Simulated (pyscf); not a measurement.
:N–F [triplet] + H₃Si–SiH₃ -> •HN–F + •H₂Si–SiH₃, a hydrogen abstraction (triplet surface; H–Si broken, H–N formed). Optimised with ωB97X-D3(BJ)/def2-SVP in PySCF. Energies in kcal/mol from the separated reactants.

Small-basis levels: PySCF, no dispersion term, spherical d functions. AM1 to PM7: differences of heats of formation from MOPAC. GFN2-xTB: tblite. Open shells are spin-unrestricted. 

```json
[
 {"level": "HF/STO-3G", "barrier": "48.0", "reaction energy": "+52.5"},
 {"level": "HF/3-21G", "barrier": "33.5", "reaction energy": "+23.4"},
 {"level": "HF/6-31G*", "barrier": "41.5", "reaction energy": "+26.4"},
 {"level": "PBE/6-31G*", "barrier": "10.1", "reaction energy": "+11.8"},
 {"level": "B3LYP/STO-3G", "barrier": "24.8", "reaction energy": "+46.6"},
 {"level": "B3LYP/6-31G*", "barrier": "17.9", "reaction energy": "+14.8"},
 {"level": "M06-2X/6-31G*", "barrier": "19.2", "reaction energy": "+15.3"},
 {"level": "B3LYP/def2-SVP", "barrier": "16.7", "reaction energy": "+13.8"},
 {"level": "GFN2-xTB", "barrier": "3.4", "reaction energy": "+5.0"},
 {"level": "PM3", "barrier": "12.1", "reaction energy": "+1.4"},
 {"level": "PM6", "barrier": "12.7", "reaction energy": "+3.8"},
 {"level": "PM7", "barrier": "12.8", "reaction energy": "-9.1"},
 {"level": "ωB97M-D3(BJ)/def2-TZVP", "barrier": "20.2", "reaction energy": "+14.0"}
]
```

Against the last row the barrier runs from -16.9 (GFN2-xTB) to +27.8 kcal/mol (HF/STO-3G). At HF/STO-3G, PBE/6-31G*, B3LYP/STO-3G, GFN2-xTB this geometry lies under one side, so the entry may be no barrier of that level: it is a single point on another level's saddle. ωB97M-D3(BJ)/def2-TZVP has limits of its own. •HN–F + •H₂Si–SiH₃ also meet on a surface of lower spin, which isn't treated here. One saddle was located; it need not be the lowest between these sides. The angle at the transferred H is 163°.
